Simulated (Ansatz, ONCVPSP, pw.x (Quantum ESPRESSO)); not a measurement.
**pw.x on bcc Ta: one setting changed**

Potential: optimised norm-conserving Vanderbilt (ONCV), ONCVPSP 4.0.1.1 (patched build), PBE; core [Kr] 4d10 4f14, reference 5s2 5p6 5d3 6s1; waves: 5s+6s: rc 1.60 bohr, ncon 4, nbas 9, qcut 6.4 1/bohr, 2 projectors; 5p: rc 1.70 bohr, ncon 4, nbas 8, qcut 6.3 1/bohr, 3 projectors, debl 2.6 Ha; 5d: rc 2.65 bohr, ncon 3, nbas 7, qcut 5 1/bohr, 1 projector; local part: polynomial inside 1.00 bohr (lpopt 2, dvloc0 1 Ha); core correction: polynomial model core, fcfact 0.75.

The reference run (k-mesh 14³, cutoffs 60/240 Ry, Fermi–Dirac 0.01 Ry, mixing_beta 0.4, conv_thr 1e-9, no spin) gives -0.06 GPa at 18.192 Å³/atom, where all-electron LAPW gives 1.22 GPa. This run, with its own iteration cap, changes startingwfc to random.

```
&control
  calculation='scf', prefix='x', pseudo_dir='./', outdir='./tmp', tstress=.true., disk_io='none'
/
&system
  ibrav=0, nat=1, ntyp=1, ecutwfc=60, ecutrho=240, nbnd=14,
  occupations='smearing', smearing='fd', degauss=0.01
/
&electrons
  conv_thr=1e-09, mixing_beta=0.4, electron_maxstep=60, startingwfc='random'
/
ATOMIC_SPECIES
Ta 1.0 Ta.UPF
CELL_PARAMETERS angstrom
  -1.65681297 1.65681297 1.65681297
  1.65681297 -1.65681297 1.65681297
  1.65681297 1.65681297 -1.65681297
ATOMIC_POSITIONS crystal
Ta 0.0000 0.0000 0.0000
K_POINTS automatic
14 14 14 0 0 0
```

```bash
pw.x < Ta.scf.in > Ta.scf.out
```

Problem. How does the run end?

Solution. It converges in 8 iterations; the free energy moves by +0.0 meV/atom and the pressure by +0.01 GPa. The result is that of the reference run.

```
Message from routine setup:
     using ibrav=0 with symmetry is DISCOURAGED, use correct ibrav instead
     lattice parameter (alat)  =       5.4229  a.u.
     unit-cell volume          =     122.7657 (a.u.)^3
     number of electrons       =        13.00
     number of Kohn-Sham states=           14
     kinetic-energy cutoff     =      60.0000  Ry
     charge density cutoff     =     240.0000  Ry
     scf convergence threshold =      1.0E-09
     Exchange-correlation= PBE
     number of k points=   104  Fermi-Dirac smearing, width (Ry)=  0.0100
     iteration #  1     ecut=    60.00 Ry     beta= 0.40
     total energy              =    -156.80795568 Ry
     estimated scf accuracy    <       0.62728272 Ry
     iteration #  2     ecut=    60.00 Ry     beta= 0.40
     total energy              =    -156.79826681 Ry
     estimated scf accuracy    <       0.08864279 Ry
     iteration #  3     ecut=    60.00 Ry     beta= 0.40
     total energy              =    -156.81570736 Ry
     estimated scf accuracy    <       0.00080887 Ry
     [... 2 iterations left out ...]
     iteration #  6     ecut=    60.00 Ry     beta= 0.40
     total energy              =    -156.81579830 Ry
     estimated scf accuracy    <       0.00000003 Ry
     iteration #  7     ecut=    60.00 Ry     beta= 0.40
     total energy              =    -156.81579832 Ry
     estimated scf accuracy    <          6.1E-09 Ry
     iteration #  8     ecut=    60.00 Ry     beta= 0.40
     the Fermi energy is    18.3388 ev
!    total energy              =    -156.81579832 Ry
     estimated scf accuracy    <          3.6E-10 Ry
     smearing contrib. (-TS)   =      -0.00562747 Ry
     The total energy is F=E-TS. E is the sum of the following terms:
     one-electron contribution =     -15.38980865 Ry
     hartree contribution      =      14.55389816 Ry
     xc contribution           =     -57.75553993 Ry
     ewald contribution        =     -98.21872042 Ry
     convergence has been achieved in   8 iterations
          total   stress  (Ry/bohr**3)                   (kbar)     P=       -0.53
     Message from routine punch:
     Nothing written, as per user request (disk_io='none')
```

The run took about 34 s on one core of a shared host (Neoverse-N1, 64 threads, 124 GiB, load 48).
